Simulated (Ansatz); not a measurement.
**Energy profile**

The step: AlSiH₄Cl ([SiH3][AlH][Cl]) → AlCl + SiH₄; bonds formed: Si2–H3; bonds broken: Al1–Si2, Al1–H3 (atoms numbered as in the saddle structure below).

| atom | x (Å) | y (Å) | z (Å) |
| --- | --- | --- | --- |
| Al1 | -1.3676 | 0.6133 | 0.4105 |
| Si2 | 0.9194 | 0.1369 | -0.1838 |
| H3 | -0.5101 | -0.9267 | -0.0450 |
| Cl4 | -3.2973 | -0.1564 | 0.7147 |
| H5 | 1.5327 | -0.7379 | 0.8509 |
| H6 | 1.7315 | 1.4025 | -0.1536 |
| H7 | 0.9915 | -0.3317 | -1.5937 |

Electronic energies by CCSD(T) at an estimated basis limit (MP2 extrapolated from triple and quadruple zeta, plus CCSD(T) − MP2 in triple zeta), on PBE0-D4/def2-TZVP structures; AlSiH4Cl, closed shell; no counterpoise correction. Program: Ansatz 0.2.0. Basis: def2-TZVPP and def2-QZVPP. Cores are frozen in the correlated methods. Extrapolation: Hartree–Fock as exp(−7.88 √X), correlation as X^−2.97.

Problem. Give the profile in kcal/mol, counted from the start structure. (Judge from chemistry; the value comes from the calculation.)

Solution. Computed:
| point | kcal/mol |
| --- | --- |
| start structure | 0.00 |
| saddle | 49.83 |
| end structure | 13.47 |
| separated: AlCl (linked as [Al][Cl]; Al1, Cl4; singlet) + SiH4 (Si2, H3, H5, H6, H7; singlet) | 14.04 |

The T1 diagnostic stays at or below 0.014. The restricted Hartree–Fock reference is unstable towards an unrestricted one at one or more of these structures.

Losses and insertions of silylenes and their heavier kin drive the gas-phase chemistry of silicon and germanium vapour deposition.

For scale, one of the runs: CCSD(T)/def2-TZVPP, 182 basis functions, launched by `ansatz run in.yaml --threads 2 --pin off --events-out ev --progress --plain --max-ram 4352MiB`. The run took 29 s on 2 CPU threads of an Arm Neoverse V1 (shared host), with 1.5 GiB of host memory at its peak.
